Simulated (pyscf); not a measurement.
Optimised with ωB97X-D3(BJ)/def2-SVP in PySCF.

Estimate by transition-state theory the rate constant of O=Cr(=O)(OH)–OH (SMILES [O]=[Cr](=[O])([OH])[OH]) + HF (SMILES F) → O=Cr(=O)(OH)–F (SMILES [O]=[Cr](=[O])([OH])[F]) + H₂O (SMILES O) (singlet surface; Cr–O, F–H broken, Cr–F, H–O formed) at 1200 K, with ωB97M-D3(BJ)/def2-TZVP energies (ideal gas, 1 atm, RRHO with modes under 100 cm⁻¹ raised to 100, one conformer, R ln 2 for chiral ones without a mode under 150 cm⁻¹; no tunnelling).

The electronic barrier is 8.0 kcal/mol and the thermal terms add +43.7, so ΔG‡ = 51.6 kcal/mol. With k_BT/h = 2.50e+13 s⁻¹ and RT = 2.385 kcal/mol, and a volume of 1.64e-19 cm³ per molecule at 1 atm, k = 1.6e-15 cm³ molecule⁻¹ s⁻¹. Wigner's tunnelling factor for 605i cm⁻¹ would be 1.02. A shift of 1 kcal/mol in the barrier changes k by a factor 1.5. On the reactant side the descent ends in a complex, 7.9 kcal/mol under the separated species and 15.6 kcal/mol under the saddle at ωB97X-D3(BJ)/def2-TZVP. One saddle was located; it need not be the lowest between these sides.
